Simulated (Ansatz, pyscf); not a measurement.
`[NH2][NH2]` + `[BH3]` -> `[BH2][NH2]` + `[NH3]`, a four-centre exchange on the singlet surface: N–N, B–H broken, B–N, H–N formed. Single points on ωB97X-D3(BJ)/def2-SVP structures (PySCF, gas phase). Wave-function energies: Ansatz (a quantum-chemistry and plane-wave program), frozen core, RHF or UHF references. In kcal/mol, from the separated reactants.

```json
[
 {"level": "r²SCAN/def2-TZVP", "barrier": "24.01", "reaction energy": "-80.48"},
 {"level": "B3LYP-D3(BJ)/def2-TZVP", "barrier": "31.01", "reaction energy": "-78.54"},
 {"level": "CCSD(T)/cc-pV(D+d)Z", "barrier": "29.17", "reaction energy": "-77.86"},
 {"level": "CCSDT(Q)/cc-pV(D+d)Z", "barrier": "(withheld)", "reaction energy": "(withheld)"},
 {"level": "CCSD(T)/cc-pV(T+d)Z", "barrier": "30.86", "reaction energy": "-79.61"},
 {"level": "CCSD(T)/cc-pV(Q+d)Z", "barrier": "(withheld)", "reaction energy": "-79.85"}
]
```

Problem. Fill in the missing entries.

Solution. 
- CCSDT(Q)/cc-pV(D+d)Z, barrier: 27.80
- CCSDT(Q)/cc-pV(D+d)Z, reaction energy: -77.94
- CCSD(T)/cc-pV(Q+d)Z, barrier: 31.76

In cc-pV(D+d)Z, going from CCSD(T) to CCSDT(Q) shifts the barrier by -1.36 and the reaction energy by -0.09 kcal/mol. With HF in the quadruple-zeta basis and the correlation energy extrapolated as X⁻³ from X = 3, 4, CCSD(T) gives 31.97 and -79.94; adding the double-zeta shift gives ΔE‡ = 30.61 and ΔE = -80.02 kcal/mol, without core correlation, relativity or geometry relaxation at these levels. On the reactant side the descent ends in an adduct with a B–N contact, 37.50 kcal/mol under the separated species and 80.24 kcal/mol under the saddle at ωB97X-D3(BJ)/def2-TZVP. What is counted as formed (B–N) is already present as a longer contact in the reactant adduct; forming that adduct is a step of its own. The products may also form a dative adduct at H₂B–NH₂; it and routes through it were not searched. At ωB97X-D3(BJ)/def2-TZVP the barrier from the zero used here is 42.74 kcal/mol. The same reactants have a lower exit, to H₂B–NH–NH₂ + H₂ (barrier +3.44 kcal/mol at ωB97M-D3(BJ)/def2-TZVP, against +37.96 kcal/mol here). This is the saddle that the search found; another between the same sides may lie lower. One closed-shell reference is unstable to symmetry breaking; treat the single-reference values with care.
